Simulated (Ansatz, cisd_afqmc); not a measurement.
System: CH2N, charge 1, singlet. CH2N+ (SMILES C#[NH+]).
B3LYP-D3(BJ)/def2-TZVP minimum from Ansatz (an electronic-structure program):
```xyz
4

C      0.0000     0.0000    -0.5980
N      0.0000     0.0000     0.5315
H      0.0000     0.0000    -1.6793
H      0.0000     0.0000     1.5473
```
Charge +1, spin multiplicity 1.

Total energies in cc-pVDZ, 10 correlated electrons, 2 frozen orbitals. Radicals and triplets start from unrestricted determinants; spin-orbit coupling is neglected. Cores are frozen in correlated methods. No relativity. The Monte Carlo rows (phaseless AFQMC, CISD trial, step 0.005/hartree) carry one-sigma bars that omit the constraint's bias. Outlying blocks are dropped, and bars are widened where a walk drifts. Over all cases where full CI ran beside it in this data, AFQMC minus full CI had a median of +0.1 mEh and passed +0.4 mEh in a tenth of the cases.

```tsv
method	program	energy (Eh)	minus CCSDTQ (mEh)
HF	Ansatz	-93.16859	302.50
MP2	Ansatz	-93.44572	25.37
CCSD	Ansatz	-93.45898	12.10
CCSD(T)	Ansatz	-93.46978	1.31
CCSDT(Q)	Ansatz	-93.47124	-0.16
CCSDTQ	Ansatz	-93.47109	0.00
AFQMC/CISD	cisd_afqmc	-93.4702 ± 0.0004	0.9 ± 0.4
```

Rough core times of Ansatz's runs on a shared machine: CCSD(T) under 20 s, CCSDT(Q) under 20 s, CCSDTQ 4 min.
